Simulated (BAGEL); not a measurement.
**N2 (nitrogen): PBE0/def2-TZVPPD (density fitting with qzvpp-jkfit)**

Aim: the energy change on altering one bond length of N2 (nitrogen) at PBE0/def2-TZVPPD (density fitting with qzvpp-jkfit), from 2 runs. 

The calculation is run with BAGEL 1.2.2.

7 further runs of the same task are left out: 7 set aside as unsound or not needed.

## (1) The structure to begin with

N2 has 2 atoms, charge 0, and is taken as a singlet. As SMILES, `N#N`. The coordinates come from a PBE0-D4/def2-TZVP relaxation.

Bond lengths: N1–N2 1.090 Å.

## (2) A single-point energy at PBE0/def2-TZVPPD (density fitting with qzvpp-jkfit)

File input.json:

```json
{ "bagel": [

{
  "title": "molecule",
  "basis": "def2-tzvppd.json",
  "df_basis": "qzvpp-jkfit",
  "angstrom": true,
  "geometry": [
    { "atom": "N", "xyz": [       0.465500,      -0.150300,       0.239800 ] },
    { "atom": "N", "xyz": [      -0.465500,       0.150300,      -0.239800 ] }
  ]
},

{
  "title": "ks",
  "xc_func": "pbe0"
},

{
  "title": "print",
  "file": "orbitals.molden",
  "orbitals": true
}

]}
```

The basis set def2-TZVPPD is read from a file made from the Basis Set Exchange's data (not shown).

Started as:

```
$ BAGEL_NUM_THREADS=1 BAGEL input.json > input.out
```

Output:

```text
* using 1 threads per process

  ===============================================================
  ===============================================================

  *** Geometry ***

  { "atom" : "N", "xyz" : [      0.879668,     -0.284026,      0.453156 ] },
  { "atom" : "N", "xyz" : [     -0.879668,      0.284026,     -0.453156 ] },

  Number of auxiliary basis functions:      154

  Since a DF basis is specified, we compute 2- and 3-index integrals:
    o Being stored without compression. Storage requirement is 0.007 GB

  Number of basis functions:       74
  Number of electrons      :       14

    * METHOD: MOLECULE                             0.02

  *** Kohn-Sham DFT ***

    * Removing 2006 points whose weight is below 1.00e-10
    * Grid points: 27806

  === Nuclear Repulsion ===
    23.7983417694

       - DIIS with orbital gradients will be used.

  === KS iteration (pbe0 / def2-tzvppd.json) ===
      0        -95.91740828          0.20835453           0.03
      1        -97.51349345          0.14144450           0.03
      2       -106.43860509          0.12551033           0.03
      3       -109.12386364          0.03957782           0.02
      4       -109.43883478          0.00825673           0.02
      5       -109.44655255          0.00110836           0.02
      6       -109.44680391          0.00017988           0.02
      7       -109.44680958          0.00000624           0.03
      8       -109.44680959          0.00000039           0.03
      9       -109.44680959          0.00000001           0.03
     10       -109.44680959          0.00000000           0.02
    * SCF iteration converged.

    * Permanent dipole moment:
           (   -0.000000,     0.000000,    -0.000000) a.u.

    * METHOD: KS                                   0.34

    * METHOD: PRINT                                0.01

  ===============================================================
```

It took 0.54 s on 1 thread of AMD EPYC 9R45 (Zen 5), shared host; peak memory 0.12 GiB.

## (3) The distorted shape at the same level

File input.json:

```json
{ "bagel" : [

{
  "title" : "molecule",
  "basis" : "def2-tzvppd.json",
  "df_basis" : "qzvpp-jkfit",
  "angstrom" : true,
  "geometry" : [
    { "atom" : "N", "xyz" : [    1.210296,   -0.390779,    0.623478 ] },
    { "atom" : "N", "xyz" : [   -0.465500,    0.150300,   -0.239800 ] }
  ]
},
{ "title" : "ks", "xc_func" : "pbe0" },
{ "title" : "print", "file" : "orbitals.molden", "orbitals" : true }

]}
```

The basis set def2-TZVPPD is read from a file made from the Basis Set Exchange's data (not shown).

Started as:

```
$ BAGEL_NUM_THREADS=1 BAGEL input.json > input.out
```

Output:

```text
* using 1 threads per process

  ===============================================================
  ===============================================================

  *** Geometry ***

  { "atom" : "N", "xyz" : [      2.287128,     -0.738465,      1.178203 ] },
  { "atom" : "N", "xyz" : [     -0.879668,      0.284026,     -0.453156 ] },

  Number of auxiliary basis functions:      154

  Since a DF basis is specified, we compute 2- and 3-index integrals:
    o Being stored without compression. Storage requirement is 0.007 GB

  Number of basis functions:       74
  Number of electrons      :       14

    * METHOD: MOLECULE                             0.02

  *** Kohn-Sham DFT ***

    * Removing 1218 points whose weight is below 1.00e-10
    * Grid points: 28594

  === Nuclear Repulsion ===
    13.2213318193

       - DIIS with orbital gradients will be used.

  === KS iteration (pbe0 / def2-tzvppd.json) ===
      0        -98.93571550          0.14907049           0.03
      1       -101.67546069          0.09175523           0.03
      2       -106.30416311          0.09189555           0.03
      3       -108.79222878          0.02234981           0.03
      4       -108.98979878          0.00502236           0.03
      5       -108.99455377          0.00158016           0.03
      6       -108.99504071          0.00003050           0.03
      7       -108.99504108          0.00001972           0.03
      8       -108.99503954          0.00010894           0.03
      9       -108.99504113          0.00000039           0.03
     10       -108.99504113          0.00000018           0.03
     11       -108.99504113          0.00000006           0.03
     12       -108.99504113          0.00000000           0.03
    * SCF iteration converged.

    * Permanent dipole moment:
           (   -0.000000,     0.000000,    -0.000000) a.u.

    * METHOD: KS                                   0.42

    * METHOD: PRINT                                0.01

  ===============================================================
```

Wall time 0.62 s (1 thread of AMD EPYC 9R45 (Zen 5), shared host); peak memory 0.13 GiB.

## (4) Results

Level: PBE0/def2-TZVPPD (density fitting with qzvpp-jkfit).

| quantity | value |
| --- | --- |
| first shape: total energy | -109.44681 Eh |
| first shape: dipole moment | 0.00 D |
| first shape: HOMO energy | -12.21 eV |
| first shape: LUMO energy | -0.46 eV |
| first shape: HOMO–LUMO gap | 11.74 eV |
| distorted shape: total energy | -108.99504 Eh |
| distorted shape: dipole moment | 0.00 D |
| distorted shape: HOMO energy | -9.17 eV |
| distorted shape: LUMO energy | -5.78 eV |
| distorted shape: HOMO–LUMO gap | 3.39 eV |
| energy change with the N1–N2 bond stretched from 1.090 to 1.961 Å | 12.293 eV |

**Reading.** With the N1–N2 bond stretched from 1.090 to 1.961 Å the energy rises by 12.29 eV (283 kcal/mol). A restricted reference can't describe the breaking bond well at this length.
